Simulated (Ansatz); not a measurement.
in.yaml

```yaml
crystal:
  periodic: [false, false, false]
  atoms:
    - {symbol: Al, position_ang: [0.000000, 0.000000, 0.456228]}
    - {symbol: Li, position_ang: [0.000000, 0.000000, -2.182594]}
    - {symbol: H, position_ang: [0.000000, 1.307862, 1.408637]}
    - {symbol: H, position_ang: [0.000000, -1.307862, 1.408637]}
basis:
  gaussian: {orbitals: 6-31G}
magnetization: {spin_polarized: false}
correlation: {method: bccd_t, electrons: outside_noble_gas}
```

```sh
$ ansatz run in.yaml --threads 1 --pin off --events-out ev --progress --plain --max-ram 2393MiB
```

Log:

```
328 factors; integrals over basis functions are off by at most 1.5e-4 eV
mean field evaluation 1: about -6814.8499 eV, gradient 6.6e0 eV
mean field evaluation 2: about -6814.8578 eV, gradient 6.6e0 eV
mean field evaluation 4: about -6815.2285 eV, gradient 3.2e-1 eV
mean field evaluation 8: about -6815.2298 eV, gradient 4.5e-4 eV
mean field evaluation 16: about -6815.2298 eV, gradient 2.8e-6 eV
mean field -6815.22978149 eV, -250.4550749412 hartree, gradient 2.8e-6 eV, S^2 0.000000; 0 other end points of the search recorded, 0 dependent functions left out
6 core orbitals not correlated: weight in the atoms' cores, before any rotation towards them, 1.000 or more for the frozen orbitals, at most 0.000 for the correlated occupied ones
reference -6815.22978149 eV, -250.4550749412 hartree; 3, 3 occupied and 17, 17 virtual orbitals, 328 factors
second order -1.16067505 eV of doubles, -0.00000000 eV of singles
cycle   1  -1.48347441 eV  change   -3.2e-1 eV  update   6.1e-2
cycle   2  -1.66104732 eV  change   -1.8e-1 eV  update   2.8e-2
cycle   3  -1.66560334 eV  change   -4.6e-3 eV  update   8.6e-3
cycle   4  -1.66479605 eV  change    8.1e-4 eV  update   3.8e-3
cycle   5  -1.66491559 eV  change   -1.2e-4 eV  update   1.6e-3
cycle   6  -1.66456452 eV  change    3.5e-4 eV  update   4.8e-4
cycle   7  -1.66444070 eV  change    1.2e-4 eV  update   1.9e-4
cycle   8  -1.66449831 eV  change   -5.8e-5 eV  update   8.0e-5
cycle   9  -1.66449898 eV  change   -6.7e-7 eV  update   3.1e-5
cycle  10  -1.66448736 eV  change    1.2e-5 eV  update   9.1e-6
cycle  11  -1.66448554 eV  change    1.8e-6 eV  update   3.3e-6
perturbative correction -0.02580657 eV, -0.0009483740 hartree
Total energy: -6816.92007361 eV, -250.5171920306 hartree
```

For the same geometry and basis full CI lies 12.6 meV lower.

Ran on 1 thread of Arm Neoverse N1, shared host: 0.42 s wall, 0.15 GiB peak host memory.
